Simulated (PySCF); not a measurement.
Molecule: `C#CCCOC`, C$_{5}$H$_{8}$O.

Bonds (- single, = double, # triple, : aromatic): C1#C2, C2-C3, C3-C4, C4-O5, O5-C6. C1 carries H7; C3 carries H8, H9; C4 carries H10, H11; C6 carries H12, H13, H14.

Frames of a GFN2-xTB Langevin trajectory at 400 K; GIAO PBE0/pcSseg-1 shieldings in PySCF 2.14, gas phase, non-relativistic; equivalent atoms averaged within each frame.

δ = σ(ref) − σ, references computed at the same level: 13C (σ = 186.93 ppm) and 1H (σ = 31.72 ppm) vs TMS; H2O for 17O (σ = 336.08 ppm). The references are static minima.

Problem. How do the shifts (ppm) fluctuate along the trajectory?

Solution. 
```
         time (fs)    C2    C1    C4    C6    C3    O5  H12/H13/H14  H10/H11  H8/H9    H7
               250  94.8  73.7  73.1  65.4  21.6  18.1         3.53     3.30   2.97  1.34
               425  87.7  81.8  79.9  64.5  24.6  38.0         3.80     4.02   2.89  1.63
               625  90.3  77.6  78.4  62.3  30.7  21.8         3.28     3.90   3.52  2.25
               800  91.2  77.9  83.2  68.2  24.0  38.0         4.73     3.76   2.38  2.92
              1000  86.9  75.8  87.0  64.0  23.7  31.7         3.82     4.09   2.62  1.62
    mean of frames  90.2  77.4  80.3  64.9  24.9  29.5         3.83     3.81   2.88  1.95
standard deviation   3.1   3.0   5.2   2.2   3.4   9.2         0.55     0.31   0.43  0.64
```

5 frames give an uncertainty of the mean of about the standard deviation over 2.2 at best, since frames this close in time may not be independent; classical motion lacks zero-point vibration, and the reference would need the same averaging.
